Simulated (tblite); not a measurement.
# CH3BeN: the cost of one run

Computed with tblite 0.8.0 and PySCF 2.14.0; each step states its level. No surroundings beyond the atoms listed, unless a continuum is named. Atoms count from 0, parts from 1.

### Step 1. The system as given

6 atoms, charge 0, multiplicity 1; geometry: rigid parts in contact. Parts: 1 = atoms 0–2, `[BeH2]`, charge 0; 2 = atoms 3–5, `C#N`, charge 0.

### Step 2. Docking the parts with GFN2-xTB

Job settings and geometry (Å):

```
{"job": {"kind": "dock", "xc": "GFN2-xTB", "basis": "xTB"}, "charge": 0, "multiplicity": 1, "parts": [{"atoms": "0-2", "charge": 0, "multiplicity": 1}, {"atoms": "3-5", "charge": 0, "multiplicity": 1}]}
Be    -0.000162     0.000089     0.000116
H      0.730484     0.624037    -0.844804
H     -0.730322    -0.624125     0.844688
C      3.067439    -1.176570    -0.220520
N      2.065742    -1.124598     0.316261
H      3.999395    -1.224835    -0.719993
```

Level: GFN2-xTB search for minima from random contacts, gas phase.

The run is started by

```console
OMP_NUM_THREADS=1 python cluster_run.py task.json out
```

The driver reads the jobs from task.json and runs them one after another.

**Question.** How long does this first job take on 1 thread of Intel Xeon 6975P-C, shared host?

About 2.1 s.
